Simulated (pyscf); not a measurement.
A first-order saddle from PySCF, ωB97X-D3(BJ)/def2-SVP:

```
Sn
H 1 1.7630
O 2 1.5648 1 77.81
H 3 0.9711 2 124.18 1 -109.81
Cl 1 2.3336 2 134.06 3 -73.36
Cl 1 2.3397 2 119.76 3 84.42
```
Charge 0, spin multiplicity 1.

Surface: singlet, charge 0. Lowest wavenumbers (cm⁻¹): 1396i, 112, 116, 144, 315.

### Question
Name the species on either side of this saddle.

### Answer
Cl–Sn:–Cl [singlet] + water (H₂O) ⇌ HO–SnH(Cl)–Cl, an insertion read from left to right: H–O broken and O–Sn, H–Sn formed. At CCSD(T)/def2-TZVPP + ΔMP2(QZVPP) it lies +2.14 eV from the left side and +1.99 eV from the right (each side as separated species at their lowest minima found). On the reactant side the descent ends in an adduct with a O–Sn contact (not fully relaxed), 0.68 eV under the separated species and 2.83 eV under the saddle at ωB97X-D3(BJ)/def2-TZVP. What is counted as formed (O–Sn) is already present as a longer contact in the reactant adduct; forming that adduct is a step of its own. One saddle was located; it need not be the lowest between these sides. The CCSD(T) − MP2 part came from Ansatz, without density fitting, on the same reference. The frozen core leaves the outer d or s,p core shells of the metals and heavy elements correlated in the MP2 and CC values, and def2-TZVPP describes them poorly, which can shift differences by a few kcal/mol. Elements past Kr carry the def2 core potentials, without spin-orbit coupling.
